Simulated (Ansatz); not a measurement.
# HNC, singlet: the ladder up to RCCSDT(Q)

Geometry: displaced at random from a stationary point.

```xyz
3

N     0.0844    0.0052    0.0505
C    -0.0805    0.0136   -1.1014
H    -0.0039   -0.0188    1.0509
```

Basis cc-pVTZ; Ansatz 0.2.0. Correlated methods freeze the noble-gas cores, which leaves 10 electrons in 72 orbitals. R marks a restricted (for open shells ROHF) determinant. Active spaces: valence = (10e, 9o) chosen from the atoms' valence shells.

Full CI isn't at hand for all of this; RCCSDT(Q) serves as the reference, and is uncertain by about the last step of the cluster series.

* UHF ⟨S²⟩: 0.000
* T1 diagnostic (RCCSD): 0.0164
* largest doubles amplitude (RCCSD): 0.071

```tsv
level	E − E(RCCSDT(Q)) (kcal/mol)	share of correlation (%)	wall time
RHF	225.84	0.00	–
RMP2	17.47	92.27	–
RCCSD	11.56	94.88	–
RCCSD(T)	0.80	99.65	4.3 s
BCCD(T)	0.75	99.67	1.2 s
RCCSDT	0.69	99.69	–
CASSCF (valence space)	138.11	38.85	–
NEVPT2 (valence space)	26.45	88.29	4 s
```

The correlation energy at RCCSDT(Q), counted from RHF, is -9.793 eV. That run took 52 s on 1 thread of Arm Neoverse V1, shared host.

Times hold each run's SCF and search for its determinant on a shared host, so for small cases they say little of a method's own cost; they ran on 1 thread of Arm Neoverse V1. Some runs computed forces too.

Natural occupations of CASSCF (valence space) about the gap: 1.992 1.983 1.979 1.952 1.952 0.052 0.052 0.021 0.016; effectively unpaired electrons, Σ n²(2−n)², 0.04.
